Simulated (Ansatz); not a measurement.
Results of PBE-D4 (plane waves, PAW; Ansatz, a first-principles code) for rhombohedral A7 Sb.

Numerical settings: plane-wave cutoff 520 eV, 16×16×16 k mesh, Fermi–Dirac smearing 0.05 eV, scalar-relativistic PAW data made under PBE.

The cell is scaled about its equilibrium volume:

Shape and atoms are relaxed at each volume.

| V (Å³/atom) | P (GPa) | c (Å) | a (Å) |
|---|---|---|---|
| 28.527 | 1.96 | 10.776 | 4.283 |
| 29.121 | 0.92 | 10.900 | 4.302 |
| 29.715 | 0.00 | 11.028 | 4.321 |
| 30.310 | -0.81 | 11.158 | 4.338 |
| 30.904 | -1.51 | 11.294 | 4.354 |

Note: the bulk modulus comes from volumes at which shape and atoms were relaxed.
